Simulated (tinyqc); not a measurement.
UHF in the sto-3g basis, for OH-, spin multiplicity 1, step by step (part 2 of 3). The basis has no diffuse functions, so it cannot describe the extra electron: this is an exercise in the method, not the real anion. This run ends on a higher stationary point, not on the lowest solution. Computed by tinyqc, a small Python program that keeps every step (integrals from PySCF). Command: `OMP_NUM_THREADS=1 python tinyqc.py 25436 25437 out.jsonl` (the two numbers bound the seeds that draw the settings). One thread of a shared host (Intel(R) Xeon(R) Processor @ 2.60GHz), about 0.2 s of CPU time with the checks.

Geometry (angstrom):
```
atom        x        y        z
O     0.00000  0.00000  0.00000
H     0.00000  0.00000  1.93800
```

## Iteration 2: diagonalisation and new density

extrapolated F(alpha) (hartree):
```
            1O 1s     1O 2s    1O 2px    1O 2py    1O 2pz     2H 1s
1O 1s   -20.60504  -5.22574  -0.00082   0.00005   0.00487  -0.12974
1O 2s    -5.22574  -2.43118   0.06061  -0.00333   0.07603  -0.16062
1O 2px   -0.00082   0.06061   0.35069  -0.04669   0.16972  -0.21163
1O 2py    0.00005  -0.00333  -0.04669  -0.49536  -0.00934   0.01164
1O 2pz    0.00487   0.07603   0.16972  -0.00934  -0.46068  -0.13492
2H 1s    -0.12974  -0.16062  -0.21163   0.01164  -0.13492   0.38649
```

extrapolated F(beta) (hartree):
```
            1O 1s     1O 2s    1O 2px    1O 2py    1O 2pz     2H 1s
1O 1s   -20.60504  -5.22574   0.00082  -0.00005   0.00487  -0.12974
1O 2s    -5.22574  -2.43118  -0.06061   0.00333   0.07603  -0.16062
1O 2px    0.00082  -0.06061   0.35069  -0.04669  -0.16972   0.21163
1O 2py   -0.00005   0.00333  -0.04669  -0.49536   0.00934  -0.01164
1O 2pz    0.00487   0.07603  -0.16972   0.00934  -0.46068  -0.13492
2H 1s    -0.12974  -0.16062   0.21163  -0.01164  -0.13492   0.38649
```

X:
```
           1O 1s     1O 2s   1O 2px   1O 2py    1O 2pz     2H 1s
1O 1s    1.02197  -0.12309  0.00000  0.00000  -0.00042   0.00505
1O 2s   -0.12309   1.02489  0.00000  0.00000   0.00317  -0.04457
1O 2px   0.00000   0.00000  1.00000  0.00000   0.00000   0.00000
1O 2py   0.00000   0.00000  0.00000  1.00000   0.00000   0.00000
1O 2pz  -0.00042   0.00317  0.00000  0.00000   1.00337  -0.04758
2H 1s    0.00505  -0.04457  0.00000  0.00000  -0.04758   1.00624
```

D(alpha) after iteration 1:
```
           1O 1s     1O 2s    1O 2px    1O 2py    1O 2pz     2H 1s
1O 1s    1.05941  -0.25120   0.00941  -0.00052   0.00019   0.00590
1O 2s   -0.25120   1.06251  -0.04915   0.00270  -0.00016  -0.03987
1O 2px   0.00941  -0.04915   0.52067   0.02637  -0.08545   0.50155
1O 2py  -0.00052   0.00270   0.02637   0.99855   0.00470  -0.02759
1O 2pz   0.00019  -0.00016  -0.08545   0.00470   0.99379  -0.00635
2H 1s    0.00590  -0.03987   0.50155  -0.02759  -0.00635   0.49199
```

D(beta) after iteration 1:
```
           1O 1s     1O 2s    1O 2px    1O 2py    1O 2pz     2H 1s
1O 1s    1.05941  -0.25120  -0.00941   0.00052   0.00019   0.00590
1O 2s   -0.25120   1.06251   0.04915  -0.00270  -0.00016  -0.03987
1O 2px  -0.00941   0.04915   0.52067   0.02637   0.08545  -0.50155
1O 2py   0.00052  -0.00270   0.02637   0.99855  -0.00470   0.02759
1O 2pz   0.00019  -0.00016   0.08545  -0.00470   0.99379  -0.00635
2H 1s    0.00590  -0.03987  -0.50155   0.02759  -0.00635   0.49199
```

overlap S:
```
          1O 1s    1O 2s   1O 2px   1O 2py   1O 2pz    2H 1s
1O 1s   1.00000  0.23670  0.00000  0.00000  0.00000  0.00578
1O 2s   0.23670  1.00000  0.00000  0.00000  0.00000  0.08613
1O 2px  0.00000  0.00000  1.00000  0.00000  0.00000  0.00000
1O 2py  0.00000  0.00000  0.00000  1.00000  0.00000  0.00000
1O 2pz  0.00000  0.00000  0.00000  0.00000  1.00000  0.09418
2H 1s   0.00578  0.08613  0.00000  0.00000  0.09418  1.00000
```

A level shift of 1 hartree raises the virtual space: F + shift (S - S D(s) S), with D(s) the density of one spin. Diagonalise F' = X^T F X, C = X C', fill 5 alpha and 5 beta electrons from the bottom; D(s) = C_occ C_occ^T. Each column has its largest component positive (the first on a tie).

F' = X^T F X (alpha) (hartree):
```
           1         2         3         4         5         6
1  -20.24360  -2.65011  -0.01306   0.00072  -0.00746   0.01421
2   -2.65011  -1.53150   0.09803  -0.00539   0.08874  -0.13001
3   -0.01306   0.09803   0.83003  -0.07306   0.24219  -0.71809
4    0.00072  -0.00539  -0.07306  -0.49391  -0.01332   0.03951
5   -0.00746   0.08874   0.24219  -0.01332  -0.44160  -0.20055
6    0.01421  -0.13001  -0.71809   0.03951  -0.20055   0.92348
```

orbital energies (alpha) (hartree): MO1 -20.61168, MO2 -1.18041, MO3 -0.49793, MO4 -0.48459, MO5 0.16066, MO6 1.65685

coefficients C (alpha):
```
             MO1       MO2      MO3       MO4       MO5       MO6
1O 1s    0.99532  -0.26062  0.00000  -0.02424   0.00615   0.01972
1O 2s    0.01908   1.02324  0.00000   0.09585  -0.04159  -0.09617
1O 2px  -0.00002  -0.02061  0.05493  -0.14756   0.71854  -0.67711
1O 2py   0.00000   0.00113  0.99849   0.00812  -0.03953   0.03725
1O 2pz  -0.00023  -0.09989  0.00000   0.98206   0.02511  -0.18433
2H 1s   -0.00095   0.00561  0.00000   0.02257   0.69390   0.73127
```

F' = X^T F X (beta) (hartree):
```
           1         2         3         4         5         6
1  -20.24360  -2.65011   0.01306  -0.00072  -0.00746   0.01421
2   -2.65011  -1.53150  -0.09803   0.00539   0.08874  -0.13001
3    0.01306  -0.09803   0.83003  -0.07306  -0.24219   0.71809
4   -0.00072   0.00539  -0.07306  -0.49391   0.01332  -0.03951
5   -0.00746   0.08874  -0.24219   0.01332  -0.44160  -0.20055
6    0.01421  -0.13001   0.71809  -0.03951  -0.20055   0.92348
```

orbital energies (beta) (hartree): MO1 -20.61168, MO2 -1.18041, MO3 -0.49793, MO4 -0.48459, MO5 0.16066, MO6 1.65685

coefficients C (beta):
```
             MO1       MO2      MO3       MO4       MO5       MO6
1O 1s    0.99532  -0.26062  0.00000  -0.02424  -0.00615   0.01972
1O 2s    0.01908   1.02324  0.00000   0.09585   0.04159  -0.09617
1O 2px   0.00002   0.02061  0.05493   0.14756   0.71854   0.67711
1O 2py   0.00000  -0.00113  0.99849  -0.00812  -0.03953  -0.03725
1O 2pz  -0.00023  -0.09989  0.00000   0.98206  -0.02511  -0.18433
2H 1s   -0.00095   0.00561  0.00000   0.02257  -0.69390   0.73127
```

D(alpha) after iteration 2:
```
           1O 1s     1O 2s    1O 2px    1O 2py    1O 2pz     2H 1s
1O 1s    1.05921  -0.25027   0.01335  -0.00073   0.00215   0.00132
1O 2s   -0.25027   1.05830  -0.06512   0.00358  -0.00913  -0.02097
1O 2px   0.01335  -0.06512   0.54152   0.02522  -0.12481   0.49515
1O 2py  -0.00073   0.00358   0.02522   0.99861   0.00687  -0.02724
1O 2pz   0.00215  -0.00913  -0.12481   0.00687   0.97504   0.03903
2H 1s    0.00132  -0.02097   0.49515  -0.02724   0.03903   0.48204
```

D(beta) after iteration 2:
```
           1O 1s     1O 2s    1O 2px    1O 2py    1O 2pz     2H 1s
1O 1s    1.05921  -0.25027  -0.01335   0.00073   0.00215   0.00132
1O 2s   -0.25027   1.05830   0.06512  -0.00358  -0.00913  -0.02097
1O 2px  -0.01335   0.06512   0.54152   0.02522   0.12481  -0.49515
1O 2py   0.00073  -0.00358   0.02522   0.99861  -0.00687   0.02724
1O 2pz   0.00215  -0.00913   0.12481  -0.00687   0.97504   0.03903
2H 1s    0.00132  -0.02097  -0.49515   0.02724   0.03903   0.48204
```

## Iteration 3: building the Fock matrix

core Hamiltonian H = T + V (hartree):
```
            1O 1s     1O 2s    1O 2px    1O 2py    1O 2pz     2H 1s
1O 1s   -31.88831  -7.41572   0.00000   0.00000  -0.00379  -0.18262
1O 2s    -7.41572  -8.51684   0.00000   0.00000  -0.04780  -0.53206
1O 2px    0.00000   0.00000  -6.71773   0.00000   0.00000   0.00000
1O 2py    0.00000   0.00000   0.00000  -6.71773   0.00000   0.00000
1O 2pz   -0.00379  -0.04780   0.00000   0.00000  -6.73587  -0.47524
2H 1s    -0.18262  -0.53206   0.00000   0.00000  -0.47524  -2.64988
```

Two-electron integrals (ij|kl) in chemists' order, unique and non-zero (hartree):
```
(11|11) 4.78507   (21|11) 0.74138   (21|21) 0.13687   (22|11) 1.11895
(22|21) 0.25663   (22|22) 0.81721   (31|31) 0.02448   (32|31) 0.03781
(32|32) 0.18052   (33|11) 1.11581   (33|21) 0.25668   (33|22) 0.81702
(33|33) 0.88016   (41|41) 0.02448   (42|41) 0.03781   (42|42) 0.18052
(43|43) 0.04744   (44|11) 1.11581   (44|21) 0.25668   (44|22) 0.81702
(44|33) 0.78527   (44|44) 0.88016   (51|51) 0.02448   (52|51) 0.03781
(52|52) 0.18052   (53|53) 0.04744   (54|54) 0.04744   (55|11) 1.11581
(55|21) 0.25668   (55|22) 0.81702   (55|33) 0.78527   (55|44) 0.78527
(55|55) 0.88016   (61|11) 0.01828   (61|21) 0.00335   (61|22) 0.00626
(61|33) 0.00625   (61|44) 0.00625   (61|51) 0.00015   (61|52) 0.00029
(61|55) 0.00627   (61|61) 0.00008   (62|11) 0.05917   (62|21) 0.01381
(62|22) 0.05080   (62|33) 0.04995   (62|44) 0.04995   (62|51) 0.00103
(62|52) 0.00888   (62|55) 0.05245   (62|61) 0.00035   (62|62) 0.00455
(63|31) 0.00125   (63|32) 0.00796   (63|53) 0.00177   (63|63) 0.00057
(64|41) 0.00125   (64|42) 0.00796   (64|54) 0.00177   (64|64) 0.00057
(65|11) 0.05212   (65|21) 0.01229   (65|22) 0.04823   (65|33) 0.04641
(65|44) 0.04641   (65|51) 0.00192   (65|52) 0.01481   (65|55) 0.05183
(65|61) 0.00032   (65|62) 0.00523   (65|65) 0.00647   (66|11) 0.27290
(66|21) 0.06459   (66|22) 0.27247   (66|33) 0.26673   (66|44) 0.26673
(66|51) 0.00376   (66|52) 0.04700   (66|55) 0.28388   (66|61) 0.00161
(66|62) 0.03519   (66|65) 0.04694   (66|66) 0.77461
```

nuclear repulsion = 2.1844261 hartree

J_ij = sum D_kl (ij|kl) with D = D(alpha) + D(beta), K_ij = sum D_kl (ik|jl) for each spin; F = H + J - K(s); E = tr D H + tr D J / 2 - 0.5 sum_s tr D(s) K(s) + E_nn.

Coulomb J (hartree):
```
           1O 1s    1O 2s   1O 2px   1O 2py   1O 2pz    2H 1s
1O 1s   17.64226  3.33098  0.00000  0.00000  0.00267  0.08165
1O 2s    3.33098  8.21908  0.00000  0.00000  0.04061  0.50922
1O 2px   0.00000  0.00000  8.14931  0.00479  0.00000  0.00000
1O 2py   0.00000  0.00000  0.00479  8.23605  0.00000  0.00000
1O 2pz   0.00267  0.04061  0.00000  0.00000  8.24874  0.48950
2H 1s    0.08165  0.50922  0.00000  0.00000  0.48950  3.21485
```

exchange K(alpha) (hartree):
```
           1O 1s     1O 2s    1O 2px    1O 2py    1O 2pz     2H 1s
1O 1s    4.90367   0.83755  -0.00024   0.00001   0.00004   0.02204
1O 2s    0.83755   1.33620  -0.03235   0.00178  -0.00451   0.09177
1O 2px  -0.00024  -0.03235   0.76839   0.02100  -0.08008   0.12267
1O 2py   0.00001   0.00178   0.02100   1.14902   0.00441  -0.00675
1O 2pz   0.00004  -0.00451  -0.08008   0.00441   1.13586   0.09476
2H 1s    0.02204   0.09177   0.12267  -0.00675   0.09476   0.38742
```

exchange K(beta) (hartree):
```
           1O 1s     1O 2s    1O 2px    1O 2py    1O 2pz     2H 1s
1O 1s    4.90367   0.83755   0.00024  -0.00001   0.00004   0.02204
1O 2s    0.83755   1.33620   0.03235  -0.00178  -0.00451   0.09177
1O 2px   0.00024   0.03235   0.76839   0.02100   0.08008  -0.12267
1O 2py  -0.00001  -0.00178   0.02100   1.14902  -0.00441   0.00675
1O 2pz   0.00004  -0.00451   0.08008  -0.00441   1.13586   0.09476
2H 1s    0.02204   0.09177  -0.12267   0.00675   0.09476   0.38742
```

F(alpha) (hartree):
```
            1O 1s     1O 2s    1O 2px    1O 2py    1O 2pz     2H 1s
1O 1s   -19.14972  -4.92229   0.00024  -0.00001  -0.00116  -0.12301
1O 2s    -4.92229  -1.63397   0.03235  -0.00178  -0.00269  -0.11461
1O 2px    0.00024   0.03235   0.66318  -0.01622   0.08008  -0.12267
1O 2py   -0.00001  -0.00178  -0.01622   0.36930  -0.00441   0.00675
1O 2pz   -0.00116  -0.00269   0.08008  -0.00441   0.37702  -0.08050
2H 1s    -0.12301  -0.11461  -0.12267   0.00675  -0.08050   0.17755
```

F(beta) (hartree):
```
            1O 1s     1O 2s    1O 2px    1O 2py    1O 2pz     2H 1s
1O 1s   -19.14972  -4.92229  -0.00024   0.00001  -0.00116  -0.12301
1O 2s    -4.92229  -1.63397  -0.03235   0.00178  -0.00269  -0.11461
1O 2px   -0.00024  -0.03235   0.66318  -0.01622  -0.08008   0.12267
1O 2py    0.00001   0.00178  -0.01622   0.36930   0.00441  -0.00675
1O 2pz   -0.00116  -0.00269  -0.08008   0.00441   0.37702  -0.08050
2H 1s    -0.12301  -0.11461   0.12267  -0.00675  -0.08050   0.17755
```

total energy of this density = -73.6157494 hartree

## Iteration 3: DIIS over 3 matrices

error matrix X^T (FDS - SDF) X (alpha):
```
          1         2         3         4         5         6
1   0.00000   0.00030   0.00402  -0.00022   0.00029  -0.00710
2  -0.00030   0.00000  -0.00530   0.00029   0.00320   0.02649
3  -0.00402   0.00530   0.00000   0.00000   0.04840   0.23102
4   0.00022  -0.00029   0.00000   0.00000  -0.00266  -0.01271
5  -0.00029  -0.00320  -0.04840   0.00266   0.00000   0.10226
6   0.00710  -0.02649  -0.23102   0.01271  -0.10226   0.00000
```

B (overlaps of the stored error matrices):
```
               1              2              3
1  4.1996505e-01  3.2521591e-01  3.2778368e-01
2  3.2521591e-01  2.5706962e-01  2.6126276e-01
3  3.2778368e-01  2.6126276e-01  2.6858929e-01
```

Minimise |sum c_i e_i|^2 with sum c_i = 1: solve [B -1; -1 0][c; lambda] = [0; -1] with B_ij = tr e_i^T e_j summed over both spins, and take F = sum c_i F_i.

DIIS coefficients: -2.72990  6.48421  -2.75431

extrapolated F(alpha) (hartree):
```
            1O 1s     1O 2s    1O 2px    1O 2py    1O 2pz     2H 1s
1O 1s   -20.71288  -5.24815  -0.00156   0.00009   0.00735  -0.12992
1O 2s    -5.24815  -2.49503   0.02178  -0.00120   0.07962  -0.14707
1O 2px   -0.00156   0.02178   0.35557  -0.05067   0.08665  -0.22958
1O 2py    0.00009  -0.00120  -0.05067  -0.56269  -0.00477   0.01263
1O 2pz    0.00735   0.07962   0.08665  -0.00477  -0.54825  -0.10519
2H 1s    -0.12992  -0.14707  -0.22958   0.01263  -0.10519   0.41424
```

extrapolated F(beta) (hartree):
```
            1O 1s     1O 2s    1O 2px    1O 2py    1O 2pz     2H 1s
1O 1s   -20.71288  -5.24815   0.00156  -0.00009   0.00735  -0.12992
1O 2s    -5.24815  -2.49503  -0.02178   0.00120   0.07962  -0.14707
1O 2px    0.00156  -0.02178   0.35557  -0.05067  -0.08665   0.22958
1O 2py   -0.00009   0.00120  -0.05067  -0.56269   0.00477  -0.01263
1O 2pz    0.00735   0.07962  -0.08665   0.00477  -0.54825  -0.10519
2H 1s    -0.12992  -0.14707   0.22958  -0.01263  -0.10519   0.41424
```

## Iteration 3: diagonalisation and new density

As before.

F' = X^T F X (alpha) (hartree):
```
           1         2         3         4         5         6
1  -20.35154  -2.65246  -0.01111   0.00061  -0.00587   0.01471
2   -2.65246  -1.59337   0.07445  -0.00410   0.09554  -0.13171
3   -0.01111   0.07445   0.81405  -0.07589   0.19918  -0.72154
4    0.00061  -0.00410  -0.07589  -0.56130  -0.01096   0.03970
5   -0.00587   0.09554   0.19918  -0.01096  -0.51809  -0.21130
6    0.01471  -0.13171  -0.72154   0.03970  -0.21130   0.95130
```

orbital energies (alpha) (hartree): MO1 -20.71939, MO2 -1.24337, MO3 -0.56548, MO4 -0.54890, MO5 0.15990, MO6 1.65829

coefficients C (alpha):
```
             MO1       MO2      MO3       MO4       MO5       MO6
1O 1s    0.99537  -0.26006  0.00000  -0.02793   0.00948   0.01816
1O 2s    0.01886   1.02173  0.00000   0.11022  -0.05448  -0.09028
1O 2px   0.00004  -0.00910  0.05493  -0.09544   0.73849  -0.66515
1O 2py   0.00000   0.00050  0.99849   0.00525  -0.04063   0.03659
1O 2pz  -0.00035  -0.11411  0.00000   0.98304  -0.02742  -0.16995
2H 1s   -0.00095   0.00710  0.00000   0.05109   0.67764   0.74494
```

F' = X^T F X (beta) (hartree):
```
           1         2         3         4         5         6
1  -20.35154  -2.65246   0.01111  -0.00061  -0.00587   0.01471
2   -2.65246  -1.59337  -0.07445   0.00410   0.09554  -0.13171
3    0.01111  -0.07445   0.81405  -0.07589  -0.19918   0.72154
4   -0.00061   0.00410  -0.07589  -0.56130   0.01096  -0.03970
5   -0.00587   0.09554  -0.19918   0.01096  -0.51809  -0.21130
6    0.01471  -0.13171   0.72154  -0.03970  -0.21130   0.95130
```

orbital energies (beta) (hartree): MO1 -20.71939, MO2 -1.24337, MO3 -0.56548, MO4 -0.54890, MO5 0.15990, MO6 1.65829

coefficients C (beta):
```
             MO1       MO2      MO3       MO4       MO5       MO6
1O 1s    0.99537  -0.26006  0.00000  -0.02793  -0.00948   0.01816
1O 2s    0.01886   1.02173  0.00000   0.11022   0.05448  -0.09028
1O 2px  -0.00004   0.00910  0.05493   0.09544   0.73849   0.66515
1O 2py   0.00000  -0.00050  0.99849  -0.00525  -0.04063  -0.03659
1O 2pz  -0.00035  -0.11411  0.00000   0.98304   0.02742  -0.16995
2H 1s   -0.00095   0.00710  0.00000   0.05109  -0.67764   0.74494
```

D(alpha) after iteration 3:
```
           1O 1s     1O 2s    1O 2px    1O 2py    1O 2pz     2H 1s
1O 1s    1.05927  -0.25053   0.01208  -0.00066   0.00160   0.00221
1O 2s   -0.25053   1.05940  -0.06005   0.00330  -0.00674  -0.02405
1O 2px   0.01208  -0.06005   0.55758   0.02434  -0.11304   0.49549
1O 2py  -0.00066   0.00330   0.02434   0.99866   0.00622  -0.02726
1O 2pz   0.00160  -0.00674  -0.11304   0.00622   0.98014   0.03083
2H 1s    0.00221  -0.02405   0.49549  -0.02726   0.03083   0.46186
```

D(beta) after iteration 3:
```
           1O 1s     1O 2s    1O 2px    1O 2py    1O 2pz     2H 1s
1O 1s    1.05927  -0.25053  -0.01208   0.00066   0.00160   0.00221
1O 2s   -0.25053   1.05940   0.06005  -0.00330  -0.00674  -0.02405
1O 2px  -0.01208   0.06005   0.55758   0.02434   0.11304  -0.49549
1O 2py   0.00066  -0.00330   0.02434   0.99866  -0.00622   0.02726
1O 2pz   0.00160  -0.00674   0.11304  -0.00622   0.98014   0.03083
2H 1s    0.00221  -0.02405  -0.49549   0.02726   0.03083   0.46186
```

## Iteration 4: building the Fock matrix

As before.

Coulomb J (hartree):
```
           1O 1s    1O 2s   1O 2px   1O 2py   1O 2pz    2H 1s
1O 1s   17.67846  3.33921  0.00000  0.00000  0.00275  0.08185
1O 2s    3.33921  8.24222  0.00000  0.00000  0.03976  0.50991
1O 2px   0.00000  0.00000  8.17444  0.00462  0.00000  0.00000
1O 2py   0.00000  0.00000  0.00462  8.25815  0.00000  0.00000
1O 2pz   0.00275  0.03976  0.00000  0.00000  8.27090  0.48959
2H 1s    0.08185  0.50991  0.00000  0.00000  0.48959  3.19412
```

exchange K(alpha) (hartree):
```
           1O 1s     1O 2s    1O 2px    1O 2py    1O 2pz     2H 1s
1O 1s    4.90425   0.83833  -0.00020   0.00001   0.00005   0.02205
1O 2s    0.83833   1.34028  -0.02765   0.00152  -0.00311   0.09022
1O 2px  -0.00020  -0.02765   0.78287   0.02027  -0.07026   0.12362
1O 2py   0.00001   0.00152   0.02027   1.15016   0.00387  -0.00680
1O 2pz   0.00005  -0.00311  -0.07026   0.00387   1.14022   0.09173
2H 1s    0.02205   0.09022   0.12362  -0.00680   0.09173   0.37088
```

exchange K(beta) (hartree):
```
           1O 1s     1O 2s    1O 2px    1O 2py    1O 2pz     2H 1s
1O 1s    4.90425   0.83833   0.00020  -0.00001   0.00005   0.02205
1O 2s    0.83833   1.34028   0.02765  -0.00152  -0.00311   0.09022
1O 2px   0.00020   0.02765   0.78287   0.02027   0.07026  -0.12362
1O 2py  -0.00001  -0.00152   0.02027   1.15016  -0.00387   0.00680
1O 2pz   0.00005  -0.00311   0.07026  -0.00387   1.14022   0.09173
2H 1s    0.02205   0.09022  -0.12362   0.00680   0.09173   0.37088
```

F(alpha) (hartree):
```
            1O 1s     1O 2s    1O 2px    1O 2py    1O 2pz     2H 1s
1O 1s   -19.11410  -4.91484   0.00020  -0.00001  -0.00109  -0.12282
1O 2s    -4.91484  -1.61491   0.02765  -0.00152  -0.00493  -0.11238
1O 2px    0.00020   0.02765   0.67385  -0.01565   0.07026  -0.12362
1O 2py   -0.00001  -0.00152  -0.01565   0.39026  -0.00387   0.00680
1O 2pz   -0.00109  -0.00493   0.07026  -0.00387   0.39481  -0.07738
2H 1s    -0.12282  -0.11238  -0.12362   0.00680  -0.07738   0.17336
```

F(beta) (hartree):
```
            1O 1s     1O 2s    1O 2px    1O 2py    1O 2pz     2H 1s
1O 1s   -19.11410  -4.91484  -0.00020   0.00001  -0.00109  -0.12282
1O 2s    -4.91484  -1.61491  -0.02765   0.00152  -0.00493  -0.11238
1O 2px   -0.00020  -0.02765   0.67385  -0.01565  -0.07026   0.12362
1O 2py    0.00001   0.00152  -0.01565   0.39026   0.00387  -0.00680
1O 2pz   -0.00109  -0.00493  -0.07026   0.00387   0.39481  -0.07738
2H 1s    -0.12282  -0.11238   0.12362  -0.00680  -0.07738   0.17336
```

total energy of this density = -73.5906000 hartree
